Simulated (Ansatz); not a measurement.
# C3H6S, SMILES CC1CS1: a rigid scan of one bond length

With the Python package of Ansatz (0.2.0).

The cells in order, each with its output:

**Cell 1**
```python
import warnings

import ansatz as az
import numpy as np

warnings.simplefilter("ignore", az.DeckWarning)

c3h6s = (
    az.Crystal.molecule()
    .atom("C", (-0.7318, 0.9132, 0.164))
    .atom("C", (0.0659, -0.0517, -0.5437))
    .atom("C", (0.8732, -1.0115, 0.2305))
    .atom("S", (-0.3884, -1.6778, -0.5714))
    .atom("H", (-1.6194, 1.246, -0.5017))
    .atom("H", (-1.1828, 0.6078, 1.1021))
    .atom("H", (-0.1643, 1.8585, 0.3687))
    .atom("H", (0.5047, 0.3462, -1.484))
    .atom("H", (0.8516, -0.9852, 1.3676))
    .atom("H", (1.8744, -1.2967, -0.1292))
)
```

**Cell 2**
```python
symbols = [site.symbol for site in c3h6s.cartesian_sites]
start = np.array([site.position_ang for site in c3h6s.cartesian_sites])
axis = (start[4] - start[0]) / np.linalg.norm(start[4] - start[0])
moving = [4]
lengths, energies = [1.019, 1.066, 1.112, 1.158, 1.205, 1.251, 1.297, 1.367], []
for length in lengths:
    xyz = start.copy()
    xyz[moving] += (length - np.linalg.norm(start[4] - start[0])) * axis
    point = az.Crystal.molecule()
    for symbol, place in zip(symbols, xyz):
        point = point.atom(symbol, place.tolist())
    calc = point.calculation().basis(gaussian="def2-SVP").functional("B3LYP")
    r = calc.run().report
    energies.append(r["free_energy_ev"])
    print(f"r = {length:6.3f} A  E = {energies[-1]:.5f} eV  <S^2> = {abs(r['mean_field']['state']['spin_squared']):.3f}")
```
Output:
```text
r =  1.019 A  E = -14037.57989 eV  <S^2> = 0.000
r =  1.066 A  E = -14037.69624 eV  <S^2> = 0.000
r =  1.112 A  E = -14037.72402 eV  <S^2> = 0.000
r =  1.158 A  E = -14037.68669 eV  <S^2> = 0.000
r =  1.205 A  E = -14037.59760 eV  <S^2> = 0.000
r =  1.251 A  E = -14037.47307 eV  <S^2> = 0.000
r =  1.297 A  E = -14037.32134 eV  <S^2> = 0.000
r =  1.367 A  E = -14037.05480 eV  <S^2> = 0.000
```

**Cell 3**
```python
# quartic fit about the minimum
fit = np.polynomial.Polynomial.fit(lengths, np.array(energies) - min(energies), 4).convert()
roots = [r.real for r in fit.deriv().roots() if abs(r.imag) < 1e-9 and fit.deriv(2)(r.real) > 0]
r_e = min(roots, key=lambda r: abs(r - lengths[int(np.argmin(energies))]))
print(f"minimum of the fit at {r_e:.4f} A, force constant {fit.deriv(2)(r_e):.2f} eV/A^2")
```
Output:
```text
minimum of the fit at 1.1068 A, force constant 31.78 eV/A^2
```

What to keep in mind:
- Total energies depend on the basis set; only differences at equal settings carry meaning.
- The rest of the molecule is held rigid at a force-field or estimated start geometry, and the basis set is modest; single-reference methods fail as a bond breaks.
- b3lyp holds the VWN-RPA fit, as in Gaussian; the form of ORCA and Turbomole is b3lyp5.
- The orbitals are restricted, so S² is zero by construction.
- The whole script took 17 s on 1 thread of Intel(R) Xeon(R) Processor @ 2.30GHz, on a shared host, peak memory 0.28 GiB.
